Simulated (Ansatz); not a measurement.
Eight cases of bond dissociation energy with Al to Br (electronic energies, kJ/mol), geometries: B3LYP-D3(BJ)/def2-TZVP. Functionals by Ansatz (an electronic-structure program) in def2-TZVPD; columns hold the difference against the high level (Ansatz, AFQMC by cisd_afqmc): A = CCSD(T)/CBS(cc-pV(Q+d)Z,cc-pV(5+d)Z) + [CCSDT(Q) - CCSD(T)]/cc-pV(D+d)Z + core + X2C; B = CCSD(T)/CBS(cc-pV(Q+d)Z,cc-pV(5+d)Z) + [CCSDT(Q) - CCSD(T)]/cc-pV(Q+d)Z + [CCSDTQ - CCSDT(Q)]/cc-pV(D+d)Z + core + X2C; C = CCSD(T)/CBS(cc-pV(T+d)Z,cc-pV(Q+d)Z) + [CCSDT(Q) - CCSD(T)]/cc-pV(D+d)Z + core + X2C; D = CCSD(T)/CBS(cc-pV(T+d)Z,cc-pV(Q+d)Z) + [CCSDT(Q) - CCSD(T)]/cc-pV(T+d)Z + core + X2C; E = CCSD(T)/CBS(cc-pVQZ,cc-pV5Z) + [CCSDT(Q) - CCSD(T)]/cc-pVQZ + [CCSDTQ - CCSDT(Q)]/cc-pVDZ. The cases were drawn at random from those of this class that have a high level and all functionals, leaving out states under which another spin lies or may lie. Left out are anions, K, Ca, elements past Kr, ionisation of Li, Na and Mg, pi-pi* triplets of linear molecules and other triplets made from a closed-shell parent. Runs that doubt their state, and full CI more than 15 mEh from coupled cluster, are set aside; a case stays where another high level and all functionals remain. AFQMC serves as high level only in triple zeta or larger, with a steady walk, a bar under 0.8 kcal/mol and agreement with other high levels or trials where they ran; where none ran, an unstable determinant or (outside 3d species) a high T1 diagnostic also bars it, so strongly correlated cases are thinned. No case was kept or dropped by the size of a functional's miss. Each difference is the functional minus the high level; affinities count positive where energy is released, gaps as the second state minus the first. UHF or UKS for unpaired electrons; spin-orbit terms are left out. Cores are frozen in correlated methods (noble-gas shells, and filled d and f shells in the p block). Rows without X2C or -DK are non-relativistic. CBS(X,Y): correlation extrapolated as X^-3, Hartree-Fock from the larger set (Q,5: extrapolated as (X+1)exp(-9√X)). A bracket is a step between two methods taken in the basis named. The functionals are non-relativistic, so their misses hold any scalar relativity. Double hybrids freeze cores in their MP2 part. '+ core + X2C': CCSD(T) terms for core correlation (cc-pwCVTZ, 1s frozen past Ne) and scalar relativity (cc-pVTZ-DK). Where a partner has so few electrons that a lower coupled-cluster level is exact, that level stands in. Spin-orbit terms, left out, reach several kcal/mol for Br and I, and more for heavier atoms. The restricted determinant of CH4Si (C=[SiH2], singlet) is unstable towards broken spin symmetry in at least one set run. The UHF reference of C2H2Cl (C=[C]Cl, doublet) is spin-contaminated (<S^2> up to 0.21 over the pure value in the sets run). The UHF reference of CH3Si (C=[SiH], doublet) is spin-contaminated (<S^2> up to 0.44 over the pure value in the sets run).

```tsv
case	level	value
Si2H6 (silylsilane, SMILES [SiH3][SiH3]) → Si2H5 (SMILES [SiH2][SiH3], doublet) + H (doublet)	A	391.0
C3H5Cl (SMILES C=C(C)Cl) → C2H2Cl (SMILES C=[C]Cl, doublet) + CH3 (SMILES [CH3], doublet)	C	450.1
ClF (SMILES FCl) → F (doublet) + Cl (doublet)	B	262.9
BH2Br (bromoborane, SMILES BBr) → BHBr (SMILES [BH]Br, doublet) + H (doublet)	E	457.7
Br2 (SMILES BrBr) → 2 Br (doublet)	E	219.2
CH4Si (methylidenesilane, SMILES C=[SiH2]) → CH3Si (SMILES C=[SiH], doublet) + H (doublet)	D	399.5
C2H5Cl (SMILES CCCl) → C2H4Cl (SMILES [CH2]CCl, doublet) + H (doublet)	C	457.9
HSiOF3 (trifluoro(hydroxy)silane, SMILES F[Si](F)(F)O) → HO (SMILES [OH], doublet) + SiF3 (SMILES F[Si](F)F, doublet)	C	606.1
```

Task: Predict the difference of PBE, r2SCAN, B2PLYP for each case and sum up.

Result: 
```csv
case,PBE,r2SCAN,B2PLYP
"Si2H6 (silylsilane, SMILES [SiH3][SiH3]) → Si2H5 (SMILES [SiH2][SiH3], doublet) + H (doublet)",-23.2,-19.7,-8.5
"C3H5Cl (SMILES C=C(C)Cl) → C2H2Cl (SMILES C=[C]Cl, doublet) + CH3 (SMILES [CH3], doublet)",-19.7,-40.3,-18.4
ClF (SMILES FCl) → F (doublet) + Cl (doublet),37.8,-3.8,-13.5
"BH2Br (bromoborane, SMILES BBr) → BHBr (SMILES [BH]Br, doublet) + H (doublet)",-21.3,-22.2,-7.1
Br2 (SMILES BrBr) → 2 Br (doublet),22.0,4.0,-16.6
"CH4Si (methylidenesilane, SMILES C=[SiH2]) → CH3Si (SMILES C=[SiH], doublet) + H (doublet)",-22.4,-18.6,-6.0
"C2H5Cl (SMILES CCCl) → C2H4Cl (SMILES [CH2]CCl, doublet) + H (doublet)",-23.1,-27.6,-14.1
"HSiOF3 (trifluoro(hydroxy)silane, SMILES F[Si](F)(F)O) → HO (SMILES [OH], doublet) + SiF3 (SMILES F[Si](F)F, doublet)",-43.1,-37.8,-27.6
```
PBE: mean -11.6, mean absolute 26.6, median absolute 22.7, largest -43.1; r2SCAN: mean -20.8, mean absolute 21.8, median absolute 20.9, largest -40.3; B2PLYP: mean -14.0, mean absolute 14.0, median absolute 13.8, largest -27.6 kJ/mol. PBE lies above in 2 and below in 6 of the eight.
